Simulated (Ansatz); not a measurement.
**AlCo (Pm-3m)**

Method: DFT r2SCAN, scalar-relativistic, plane waves, PAW in Ansatz.

Settings: cutoff 500 eV, Γ-centred mesh 14×14×14 on the computed 2-atom cell, Gaussian smearing of 0.10 eV; collinear spin from starting moments 0 0.16 μB.

The structure is relaxed at this level of theory with its symmetry kept. Whether it is the stable form of this composition wasn't checked.

```
Al Co
1.0
     2.82406    0.00000    0.00000
     0.00000    2.82406    0.00000
     0.00000    0.00000    2.82406
Al Co
1 1
Direct
  0.00000 0.00000 0.00000
  0.50000 0.50000 0.50000
```

```
Space group                                                       : Pm-3m (No. 221)
Volume per atom                                                   : 11.26 Å³
Formation energy from the elements' standard states (uncorrected) : -0.542 eV/atom
Generalised Kohn–Sham band gap                                    : none (metal)
Density of states at the Fermi level                              : 0.55 states/eV per cell
Löwdin character within 0.5 eV of the Fermi level                 : Co 3d 77 %, Al 3p 16 %
Bulk modulus                                                      : 195 GPa
Its pressure derivative                                           : 4.2
Bader charges (e)                                                 : Al (1 in the cell) 2.06, Co (1 in the cell) -2.06
Total moment                                                      : 0.10 μB per cell
Site moments (μB; atoms counted from 1 over the whole cell)       : Co (atom 2) 0.15
```

The state reached may not be the lowest one.

Only this magnetic start was tried.

Cost: 6 runs of about 3.9 core-minutes in all, on Intel Xeon 6975P-C (Granite Rapids) (shared hosts).